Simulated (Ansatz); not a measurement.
The inner images of a band of C3H7NO (12 atoms, charge 0, multiplicity 1) are given out of order.

Level of theory: RKS LDA/6-31G* (Ansatz 0.2.0).

Initial state:

```xyz
12
Properties=species:S:1:pos:R:3
C -0.918 -0.875 0.042
C 0.087 0.226 0.331
N 1.422 -0.307 0.208
C -0.114 1.264 -0.745
O -0.767 2.276 -0.619
H -1.952 -0.492 0.094
H -0.812 -1.692 0.782
H -0.737 -1.302 -0.963
H -0.165 0.707 1.305
H 2.123 0.345 0.577
H 1.511 -1.186 0.733
H 0.399 0.981 -1.712
```

Final state:

```xyz
12
Properties=species:S:1:pos:R:3
C -0.926 -0.737 0.464
C 0.177 0.276 0.247
N 1.518 -0.227 0.043
C -0.150 1.200 -0.901
O -1.256 1.335 -1.379
H -1.912 -0.236 0.486
H -0.782 -1.301 1.403
H -0.949 -1.457 -0.376
H 0.228 0.963 1.125
H 1.870 -0.678 0.895
H 1.508 -0.952 -0.688
H 0.751 1.759 -1.285
```

Task: Put them in order from the first end to the last, with their energies above the first end.
A.
```xyz
12
Properties=species:S:1:pos:R:3
C -0.926 -0.726 0.461
C 0.182 0.282 0.220
N 1.520 -0.238 0.047
C -0.167 1.163 -0.960
O -1.299 1.469 -1.267
H -1.908 -0.220 0.450
H -0.794 -1.263 1.416
H -0.936 -1.472 -0.358
H 0.217 0.997 1.074
H 1.962 -0.436 0.950
H 1.488 -1.128 -0.468
H 0.739 1.516 -1.531
```
B.
```xyz
12
Properties=species:S:1:pos:R:3
C -0.925 -0.819 0.203
C 0.145 0.256 0.275
N 1.466 -0.303 0.103
C -0.150 1.252 -0.830
O -1.115 1.984 -0.836
H -1.928 -0.358 0.206
H -0.843 -1.509 1.063
H -0.814 -1.408 -0.728
H 0.009 0.807 1.234
H 2.155 0.131 0.724
H 1.469 -1.311 0.288
H 0.610 1.223 -1.666
```
C.
```xyz
12
Properties=species:S:1:pos:R:3
C -0.927 -0.794 0.288
C 0.160 0.266 0.249
N 1.489 -0.277 0.078
C -0.162 1.230 -0.880
O -1.209 1.835 -0.971
H -1.921 -0.312 0.283
H -0.832 -1.430 1.186
H -0.860 -1.441 -0.608
H 0.081 0.869 1.181
H 2.120 -0.018 0.841
H 1.469 -1.300 0.025
H 0.671 1.318 -1.638
```
D.
```xyz
12
Properties=species:S:1:pos:R:3
C -0.927 -0.763 0.376
C 0.172 0.275 0.230
N 1.511 -0.248 0.064
C -0.170 1.196 -0.925
O -1.273 1.664 -1.110
H -1.914 -0.266 0.363
H -0.817 -1.350 1.304
H -0.899 -1.462 -0.484
H 0.155 0.938 1.123
H 2.048 -0.218 0.934
H 1.481 -1.228 -0.240
H 0.711 1.407 -1.598
```
E.
```xyz
12
Properties=species:S:1:pos:R:3
C -0.922 -0.844 0.120
C 0.123 0.243 0.304
N 1.444 -0.315 0.146
C -0.135 1.261 -0.783
O -0.973 2.133 -0.712
H -1.938 -0.414 0.136
H -0.843 -1.594 0.931
H -0.766 -1.362 -0.846
H -0.071 0.753 1.277
H 2.157 0.246 0.626
H 1.489 -1.265 0.529
H 0.512 1.103 -1.695
```

Result: E (+0.4 kcal/mol), B (+1.1 kcal/mol), C (+1.5 kcal/mol), D (+0.7 kcal/mol), A (-0.6 kcal/mol).

Time of the run: 4.3 min on 1 CPU thread of a shared host.
